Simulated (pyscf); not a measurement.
Substitution at C: H₃C–Sn(Cl)(Cl)–Cl + methyl (CH₃•) → ethane (H₃C–CH₃) + Cl–Sn•(Cl)–Cl

Gas phase, doublet surface, charge 0. Bonds broken: C1–Sn2. Bonds formed: C1–C9. PySCF, gas phase, ωB97X-D3(BJ)/def2-SVP geometries.

Transition state (Å):

```xyz
12

C      0.6424     1.3989     0.6980
Sn     0.0478     0.3725    -1.3769
Cl     1.8545     0.8584    -2.8120
Cl    -1.9106     1.2282    -2.3661
Cl    -0.2051    -1.9679    -1.3006
H      0.2342     2.3686     1.0122
H      1.0658     0.8322     1.5378
H      1.5238     1.6616     0.0715
C     -1.2055     0.5728     1.2092
H     -1.1042    -0.5120     1.0855
H     -1.9470     1.0453     0.5540
H     -1.2424     0.9086     2.2513
```

One imaginary mode, 1044i cm⁻¹; descent along it reached the two sides named.

```tsv
bond	change	reactant side (Å)	saddle	product side
C1–Sn2	breaks	2.114	2.390	3.7
C1–C9	forms	3.3	2.088	1.527
```

Electronic energies relative to the separated reactants (eV):

| level | barrier | reaction energy | reverse barrier |
|---|---|---|---|
| ωB97X-D3(BJ)/def2-TZVP | 1.68 | -1.05 | 2.73 |
| PBE/def2-TZVP | 1.17 | -1.41 | 2.58 |
| r²SCAN/def2-TZVP | 1.45 | -1.12 | 2.58 |
| B3LYP-D3(BJ)/def2-TZVP | 1.38 | -1.25 | 2.64 |
| PBE0-D3(BJ)/def2-TZVP | 1.46 | -1.20 | 2.66 |
| M06-2X/def2-TZVP | 1.61 | -1.26 | 2.87 |
| ωB97M-D3(BJ)/def2-TZVP | 1.64 | -1.20 | 2.83 |
| HF/def2-TZVP | 2.70 | -0.77 | 3.48 |

With ωB97M-D3(BJ)/def2-TZVP energies and thermal terms (ideal gas, 1 atm, RRHO with modes under 100 cm⁻¹ raised to 100, one conformer, R ln 2 for chiral ones without a mode under 150 cm⁻¹), in eV:

```json
[
 {"T (K)": "298", "ΔH‡": "1.72", "ΔG‡": "2.14", "ΔH": "-1.03", "ΔG": "-1.01"},
 {"T (K)": "600", "ΔH‡": "1.71", "ΔG‡": "2.56", "ΔH": "-1.09", "ΔG": "-0.96"},
 {"T (K)": "900", "ΔH‡": "1.73", "ΔG‡": "2.98", "ΔH": "-1.13", "ΔG": "-0.88"},
 {"T (K)": "1200", "ΔH‡": "1.74", "ΔG‡": "3.40", "ΔH": "-1.15", "ΔG": "-0.80"}
]
```

One saddle was located; it need not be the lowest between these sides. The angle at the attacked C is 80°: a side-on saddle, likely not the lowest. Elements past Kr carry the def2 core potentials, without spin-orbit coupling.
